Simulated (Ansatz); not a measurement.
# AlH₄NSi (SMILES [AlH2][N]=[SiH2]): one structure at several levels

An exercise on one series of results from a longer session: the logs are not shown, and one member is left open.

The runs use Ansatz 0.2.0, Gaussian basis; single points in def2-TZVPP.

Cores are frozen in the correlated methods.

**The starting structure**

SMILES `[AlH2][N]=[SiH2]`, 7 atoms, charge 0, spin multiplicity 1.

Atoms are counted from 1 here; the program's logs count them from 0.

Bond lengths: Al1–N2 1.796 Å, Al1–H4 1.554 Å, Al1–H5 1.561 Å, N2–Si3 1.613 Å, Si3–H6 1.447 Å, Si3–H7 1.465 Å. Angles: N2–Al1–H4 122.8°, N2–Al1–H5 122.1°, H4–Al1–H5 115.0°, Al1–N2–Si3 179.5°, N2–Si3–H6 124.4°, N2–Si3–H7 126.1°, H6–Si3–H7 109.6°.

Geometry (Å):

```mol
AlH4NSi
  3D, bonds by distance, orders not assigned

  7  6  0  0  0  0  0  0  0  0999 V2000
   -1.4410    0.3895   -0.8552 Al  0  0
    0.0621   -0.0316    0.0324 N   0  0
    1.4201   -0.3995    0.8220 Si  0  0
   -1.7443   -0.1246   -2.2897 H   0  0
   -2.5209    1.3424   -0.2528 H   0  0
    1.7635    0.1039    2.1340 H   0  0
    2.4728   -1.3037    0.3529 H   0  0
  1  2  8  0
  1  4  8  0
  1  5  8  0
  2  3  8  0
  3  6  8  0
  3  7  8  0
M  END
```

The first run:

run/in.yaml

```yaml
crystal:
  periodic: [false, false, false]
  atoms:
    - {symbol: Al, position_ang: [-1.441000, 0.389500, -0.855200]}
    - {symbol: N, position_ang: [0.062100, -0.031600, 0.032400]}
    - {symbol: Si, position_ang: [1.420100, -0.399500, 0.822000]}
    - {symbol: H, position_ang: [-1.744300, -0.124600, -2.289700]}
    - {symbol: H, position_ang: [-2.520900, 1.342400, -0.252800]}
    - {symbol: H, position_ang: [1.763500, 0.103900, 2.134000]}
    - {symbol: H, position_ang: [2.472800, -1.303700, 0.352900]}
basis:
  gaussian: {orbitals: def2-TZVPP}
correlation: {method: ccsd_t}
output: {forces: true}
```

The command line of these runs was not kept.

Steps of the session up to this table: CCSD(T)/def2-TZVPP; PBE0-D4/def2-TZVPP; wB97M-V/def2-TZVPP; r2SCAN-D4/def2-TZVPP; PBE-D4/def2-TZVPP; wB97X-V/def2-TZVPP; BHLYP-D4/def2-TZVPP.

One table of the session follows, with a row left open; its other results are not shown here.

| method | RMS force component (eV/Å) | angle to CCSD(T) forces (°) | dipole (D) |
| --- | --- | --- | --- |
| CCSD(T) | 0.565 | reference | 2.83 |
| PBE0-D4 | 0.722 | 3.0 | 2.98 |
| wB97M-V | 0.689 | 8.5 | 3.10 |
| r2SCAN-D4 | 0.656 | 2.7 | 2.90 |
| PBE-D4 | 0.597 | 10.5 | 2.74 |
| wB97X-V | ? | ? | ? |
| BHLYP-D4 | 0.804 | 12.6 | 3.22 |

**Question.** Estimate the row for wB97X-V.

The run gave: RMS force component (eV/Å): 0.755; angle to CCSD(T) forces (°): 5.1; dipole (D): 3.17. In the column «RMS force component (eV/Å)» it lies between PBE0-D4 (0.722) and BHLYP-D4 (0.804).
